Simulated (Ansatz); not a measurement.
The same path of CH3 + ClH3Si (9 atoms, charge 0, multiplicity 2) was run twice with different band settings. Lost on the way: Si1–Cl2. Made: Cl2–C6.

Method: UKS CAM-B3LYP-D4/def2-SVP (Ansatz).

Relaxed end points:

```xyz
9
Properties=species:S:1:pos:R:3
Si 0.001 0.000 -0.284
Cl 0.001 0.002 1.783
H 1.403 0.001 -0.767
H -0.702 1.214 -0.767
H -0.700 -1.216 -0.765
C 0.000 0.000 5.180
H -0.590 -0.917 5.164
H 1.088 -0.053 5.163
H -0.499 0.969 5.166
```

```xyz
9
Properties=species:S:1:pos:R:3
Si 0.001 0.000 -0.581
Cl -0.001 0.000 3.075
H 1.417 0.000 -1.042
H -0.708 1.227 -1.042
H -0.708 -1.227 -1.042
C 0.000 0.000 4.858
H -0.560 -0.872 5.216
H 1.035 -0.049 5.215
H -0.475 0.921 5.216
```

Common settings: movable images 9; climbing image yes; optimiser quadratic models (default); start path through a guess of the saddle point; force threshold 0.05 eV/Å; iteration limit 60; end points relaxed.

| run | spring |
| --- | --- |
| 1 | 5.0 eV/Å² |
| 2 | 0.5 eV/Å² |

(1) What does each run give, and how far can it be trusted?

## Answers

(1) Run 1: converged after 9 iterations, highest image 1.298 eV above the first end. A vibrational analysis at the climbing image gives one clearly imaginary mode, 471i cm⁻¹: a first-order saddle point.
Run 2: converged after 7 iterations, highest image 1.298 eV above the first end. Another band between the same ends (9 images) ends at a top of the same energy, where a vibrational analysis finds 1 clearly imaginary mode.
